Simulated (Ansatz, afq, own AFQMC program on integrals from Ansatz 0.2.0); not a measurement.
## H$_{2}$O, singlet in 6-31G, levels against full CI

```xyz
3

O     0.0000   -0.0653    0.0000
H     0.0000    0.5184   -0.7615
H     0.0000    0.5184    0.7615
```

Basis 6-31G. Noble-gas cores (and the filled d shells of Ga–Kr and In–Xe) are frozen. AFQMC by an in-house program on the Cholesky factors that Ansatz 0.2.0 writes for its CCSD(T) run. The CISD trial takes its coefficients from CCSD amplitudes. Released means that phaseless walkers are propagated on without the constraint, phases kept. Error bars are statistical, one sigma.

Determinant: RHF, the one that the program's search chose, which needn't be the lowest solution. The geometry is a point of a scan.

Full CI on the same integrals is exact in this basis and with this determinant's frozen core.

- T1 diagnostic: 0.0067
- weight of the determinant in the CISD state: 0.957
- size of the correlated space: 8 electrons in 12 orbitals

```csv
level,correlation energy (eV)
MP2,-3.4812
CCSD,-3.6625
CCSD(T),-3.6894
```

Task: Estimate where AFQMC with the constraint released lies against CCSD(T) on the same integrals.

Result: 1.3 ± 0.09 kJ/mol below CCSD(T).

Reference: full CI, correlation energy -3.704 eV. The released energy is read at 2.40 1/Eh (meV from the phaseless value at times in 1/Eh: -0.6 ± 1.2 at 0.24, 0.2 ± 1.2 at 0.51, -0.2 ± 1.1 at 0.99, -1.4 ± 1.1 at 1.62, 0.2 ± 0.9 at 2.40).

| level | E − E(reference) (kJ/mol) | share of correlation (%) |
| --- | --- | --- |
| CCSD(T) | 1.4 | 99.61 |
| CCSDT | 1.2 | 99.68 |
| CCSDT(Q) | 0.0 | 100.01 |
| CCSDTQ | 0.0 | 99.99 |
| ph-AFQMC/HF | -3.8 ± 2.2 | 101.07 |
| ph-AFQMC/CISD | 0.0 ± 0.2 | 99.99 |
| released AFQMC | 0.1 ± 0.09 | 99.99 |

CCSDT and higher add their correlation energy to the determinant of the CCSD(T) run, since their own runs factorise the integrals more tightly (a shift of under 2 meV). A walk keeps the symmetry of its determinant, which the program's search chose and which needn't be the lowest solution, so a lower state of the same spin and another symmetry isn't excluded. Released energies are given only where the last usable release times agree within the noise; a slower fall can still hide under it.
